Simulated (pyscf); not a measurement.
This saddle point was located with ωB97X-D3(BJ)/def2-SVP in PySCF.

```xyz
7

As    -0.7234    -1.7855     1.9127
Ga    -0.9466    -0.2590     0.3132
H      0.3306    -2.3697     0.9639
H     -1.8904     1.2809     0.0113
O     -0.3600     0.5281    -1.3460
H     -1.2206     1.2711    -0.7355
H      0.5610     0.7592    -1.5307
```
Charge 0, spin multiplicity 1.

Surface: singlet, charge 0. Lowest wavenumbers (cm⁻¹): 1412i, 109, 137, 280, 326.

### Question
Which two sides does it connect, and which bonds change?

### Answer
HGa=AsH + water (H₂O) ⇌ HO–Ga=AsH + hydrogen (H₂), a four-centre exchange read from left to right: Ga–H, H–O broken and Ga–O, H–H formed. At ωB97M-D3(BJ)/def2-TZVP it lies +18.0 kcal/mol from the left side and +27.3 kcal/mol from the right (each side as separated species at their lowest minima found). On the reactant side the descent ends in an adduct with a Ga–O contact, 14.4 kcal/mol under the separated species and 32.7 kcal/mol under the saddle at ωB97X-D3(BJ)/def2-TZVP. What is counted as formed (Ga–O) is already present as a longer contact in the reactant adduct; forming that adduct is a step of its own. At the saddle there is also a short Ga–H contact that neither side keeps. The same reactants have a lower exit, to HO–GaH–AsH₂ (barrier -0.6 kcal/mol at ωB97M-D3(BJ)/def2-TZVP, against +18.0 kcal/mol here). HGa=AsH lies 12.3 kcal/mol over its isomer Ga–AsH₂ [singlet] (electronic energy, ωB97M-D3(BJ)/def2-TZVP). This is the saddle that the search found; another between the same sides may lie lower. Elements up to Kr have no core potential and no relativistic terms here.
